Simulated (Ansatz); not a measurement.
SiH2O (oxosilane): methods side by side

SiH2O has 4 atoms, charge 0, and is taken as a singlet. As SMILES, `O=[SiH2]`. Geometry: optimised at wB97X-V/def2-SVP.

| atom | x (Å) | y (Å) | z (Å) |
| --- | --- | --- | --- |
| O | -0.2852 | 0.4169 | 1.4813 |
| Si | -0.0073 | 0.0094 | 0.0339 |
| H | 0.4411 | -1.3472 | -0.3817 |
| H | -0.1486 | 0.9209 | -1.1336 |

Quantity: the dissociation energy of the Si2–O1 bond into singlet SiH2 and triplet O (shapes relaxed at wB97X-V/def2-SVP, no zero-point term), in eV. The values are calculated.

```tsv
level	kind	program	value (eV)	less CCSD(T)/def2-TZVPP	CPU time (all runs)
HF/def2-TZVPP	Hartree–Fock	Ansatz	3.89	-2.34	0.52 s
SVWN5/def2-TZVPP	LDA	Ansatz	7.80	+1.57	0.82 s
BLYP/def2-TZVPP	GGA	Ansatz	6.61	+0.38	1.4 s
r2SCAN/def2-TZVPP	meta-GGA	Ansatz	6.65	+0.42	3 s
B3LYP/def2-TZVPP	global hybrid	Ansatz	6.37	+0.14	1.4 s
PBE0-D4/def2-TZVPP	global hybrid	Ansatz	6.36	+0.13	1.4 s
wB97M-V/def2-TZVPP	range-separated hybrid	Ansatz	6.40	+0.17	5.2 s
CCSD(T)/def2-TZVPP	coupled cluster or CI	Ansatz	6.23	0.00	2.3 s
```

CCSD(T)/def2-TZVPP is the highest level here, not the true value. The values span 3.89 to 7.80 eV. Hartree–Fock misses the correlation of the electron pair that is broken and comes out low. A fragment with an even electron count was run as a singlet and may have a lower triplet. Measured bond enthalpies also hold zero-point and thermal terms, a few tenths of an eV less. CPU times are rough (shared hosts, several kinds of processor): they show what a rung costs within a factor of a few.
